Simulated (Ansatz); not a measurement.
## Relaxing Pt

Theory: DFT PBEsol, scalar-relativistic, plane waves, PAW (Ansatz). Cutoff 420 eV, Γ-centred k mesh, Gaussian smearing, no spin polarisation in the final step.

A relaxed cell is given with its space group left out.

```
CELL_PARAMETERS angstrom
0.00000 2.35174 4.94616
1.34616 0.00000 4.94616
1.34616 2.35174 0.00000
ATOMIC_POSITIONS crystal
Pt 0.13068 0.13068 0.86932
Pt 0.86932 0.86932 0.13068
```

Energies count from the standard state of Pt at the same level.

(1) What space group does it have?

(2) How far above the standard state of Pt does it lie?

(3) Is it a metal?

Answers

(1) Fmmm (No. 69). Conventional cell: a = 2.692 Å, b = 4.703 Å, c = 9.892 Å. Pt is coordinated by 9 Pt at 2.59–2.72 Å.

(2) 0.09 eV/atom.

(3) Yes, bands cross the Fermi level on the 24×24×24 mesh.

The final run used a 24×24×24 mesh on its 2-atom cell and 0.10 eV smearing. For metals, differences of a few meV/atom aren't resolved. Spin–orbit coupling is left out. The cell came from a trial start, so Pt may not exist in this structure.